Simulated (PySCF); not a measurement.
From results back to the method.

Species: hexane, C6H14.
SMILES: `CCCCCC`

The closed-shell ground state was solved 3 times with PySCF (density fitting, gas phase), always in the pcSseg-1 basis (172 functions), with these functionals: BLYP, BP86 and HF. The structure is a single PBE0-D3(BJ)/def2-SVP conformer in the gas phase; no vibrational or solvent corrections.

| row | total energy (Eh) | HOMO (eV) | LUMO (eV) |
| --- | --- | --- | --- |
| P | -237.0404 | -7.57 | 0.81 |
| Q | -235.3252 | -12.12 | 4.41 |
| R | -236.8875 | -7.36 | 0.74 |

**Question.** Which functional belongs to which row?

**Answer.** P = BP86, Q = HF, R = BLYP. By rising HOMO–LUMO gap: BLYP (GGA) 8.10 eV; BP86 (GGA) 8.38 eV; HF (all exact exchange) 16.53 eV. Total energies of different functionals aren't bounds to one another; each is stationary for its own functional.

Conformer computed: `[CH3:1][CH2:2][CH2:3][CH2:4][CH2:5][CH3:6]`: C1–C2–C3–C4 180°, C2–C3–C4–C5 180°, C3–C4–C5–C6 180°.
